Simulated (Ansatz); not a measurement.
System: bcc Fe. Method: PBE (Ansatz, a first-principles code, PAW).

Input file:

Ansatz 0.2 input:
```yaml
crystal:
  lattice:
    - [-1.43325, 1.43325, 1.43325]
    - [1.43325, -1.43325, 1.43325]
    - [1.43325, 1.43325, -1.43325]
  atoms:
    - { symbol: Fe, position: [0.0, 0.0, 0.0], spin: 2.5 }
basis:
  ecutwfc: 520
  ecutrho_ratio: 4
  xc_grid: 2
kpoints:
  mp_grid: { grid: [26, 26, 26] }
hamiltonian:
  xc: pbe
  dispersion: none
  pseudopotentials: { kind: paw }
scf:
  occupations: { method: fermi_dirac, width: 0.05 }
  convergence: { dr2_threshold: 0.0000000001 }
output:
  forces: false
  stress: true
  eigenvalues: true
magnetization:
  spin_polarized: true
```

The run printed, among other lines:

```
Crystal: 1 atoms, lattice volume = 11.777 Å³
Basis set: ecut = 520 eV, 321 PW (Γ), exchange–correlation on 40×40×40 points (8 copies of the dense FFT grid, shifted against one another)
Bands: 14, of which v1, the nominal top of the filled ones, is band 8 counted from 1 (7 counted from 0)
Symmetry: 48 space group operations
Space group: Im-3m (ITA 229), of the structure as read, at distance tolerance 2.3e-5 Å
k-points: 511 of 17576
Initial density: superposition of atomic densities (chi_scale 0.1, normalization cell)
Functional: x = pbe(κ = 0.804, μ = 0.2195149727645171), c = pbe(β = 0.06672455060314922)
SCF 1 converged in 11 iterations: F = -4480.482486 eV  dr2 = 2.74e-11
SCF converged after 11 iterations
Magnetization: 2.2165 μB (9.1083 up, 6.8917 down)
Free energy (F): -4480.482486 eV
Internal energy: -4480.474080 eV  (E = F + TS)
E sigma→0 (E₀):  -4480.478283 eV
Fermi energy:    17.714471 eV
--- Stress (GPa, compression-positive) ---
       -6.672068      -0.000000       0.000000
       -0.000000      -6.672068      -0.000000
        0.000000      -0.000000      -6.672068
  P = ⅓ Tr σ = -6.6721 GPa (-66.721 kbar)
```

Note: cell and atoms aren't relaxed at this level (pressure -6.7 GPa).

The result took about 18 core-seconds (a rough figure).
